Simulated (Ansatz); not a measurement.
# CH5BO: ionisation energy by level of theory

An exercise on one series of results from a longer session: the logs are not shown, and one member is left open.

The runs use Ansatz 0.2.0, Gaussian basis; unrestricted cation, the program's frozen cores in correlated methods.

Levels to be run: UKS PBE-D4/def2-TZVPP; UKS r2SCAN-D4/def2-TZVPP; UKS PBE0-D4/def2-TZVPP; UKS B3LYP-D4/def2-TZVPP; UKS wB97X-V/def2-TZVPP; UKS wB97M-V/def2-TZVPP; UKS B2PLYP/def2-TZVPP; UHF-CCSD(T)/def2-TZVPP; UHF-MP2/def2-QZVPP; extrapolation to the limit; then −ε(HOMO) from the neutral's earlier runs with LDA (SPW92), PBE-D4, revPBE-D4, BLYP-D4, r2SCAN-D4, B97M-V, PBE0-D4, B3LYP-D4, r2SCANh-D4, r2SCAN0-D4, HSE06-D4, BHLYP-D4, CAM-B3LYP-D4, LC-ωPBE, ωB97X-V, ωB97M-V.

## The relaxed structure

An earlier PBE0-D4 in a triple-zeta def2 set relaxation fixed the geometry.

SMILES `CBO`, 8 atoms, charge 0, spin multiplicity 1.

Atoms are counted from 1 here; the program's logs count them from 0.

Bond lengths: C1–B2 1.559 Å, C1–H4 1.092 Å, C1–H5 1.096 Å, C1–H6 1.096 Å, B2–O3 1.357 Å, B2–H7 1.207 Å, O3–H8 0.960 Å. Angles: B2–C1–H4 113.4°, B2–C1–H5 110.2°, B2–C1–H6 110.2°, H4–C1–H5 108.7°, H4–C1–H6 108.7°, H5–C1–H6 105.3°, C1–B2–O3 119.4°, C1–B2–H7 121.8°, O3–B2–H7 118.7°, B2–O3–H8 113.1°.

The first run:

in.yaml

```yaml
crystal:
  periodic: [false, false, false]
  atoms:
    - {symbol: C, position_ang: [-0.618628, 0.710266, -0.324598]}
    - {symbol: B, position_ang: [0.508785, -0.240118, 0.180213]}
    - {symbol: O, position_ang: [0.240713, -1.558345, 0.355637]}
    - {symbol: H, position_ang: [-1.568290, 0.201178, -0.499394]}
    - {symbol: H, position_ang: [-0.308469, 1.205066, -1.251883]}
    - {symbol: H, position_ang: [-0.780548, 1.520108, 0.395697]}
    - {symbol: H, position_ang: [1.620532, 0.163085, 0.420791]}
    - {symbol: H, position_ang: [0.998204, -2.058441, 0.667736]}
basis:
  gaussian: {orbitals: def2-TZVPP}
total_charge: 1
magnetization: {spin_polarized: true, initial_magnetization: 1}
hamiltonian: {xc: pbe, dispersion: d4}
```

Among the steps run: Cation, UKS PBE-D4/def2-TZVPP; Cation, UKS r2SCAN-D4/def2-TZVPP; Cation, UKS PBE0-D4/def2-TZVPP; Cation, UKS B3LYP-D4/def2-TZVPP; Cation, UKS wB97X-V/def2-TZVPP; Cation, UKS wB97M-V/def2-TZVPP; Cation, UKS B2PLYP (frozen core)/def2-TZVPP; Cation, UHF-CCSD(T)/def2-TZVPP; Cation, UHF-MP2/def2-QZVPP.

One of the session's tables, all rows but one given; the rest of the session is left out.

It belongs to the step «Ionisation energies side by side». For comparison, −ε(HOMO) of the neutral from earlier runs:

| functional | −ε(HOMO) (eV) |
| --- | --- |
| LDA (SPW92) | 7.15 |
| PBE-D4 | 7.09 |
| revPBE-D4 | 7.06 |
| BLYP-D4 | 7.04 |
| r2SCAN-D4 | 7.40 |
| B97M-V | 7.51 |
| PBE0-D4 | 8.57 |
| B3LYP-D4 | 8.38 |
| r2SCANh-D4 | 7.95 |
| r2SCAN0-D4 | 8.77 |
| HSE06-D4 | 8.16 |
| BHLYP-D4 | 10.01 |
| CAM-B3LYP-D4 | 10.06 |
| LC-ωPBE | ? |
| ωB97X-V | 11.06 |
| ωB97M-V | 10.92 |

Q: Estimate the row for LC-ωPBE from the others.

The run gave: −ε(HOMO) (eV): 11.41. In the column «−ε(HOMO) (eV)» it is the highest.
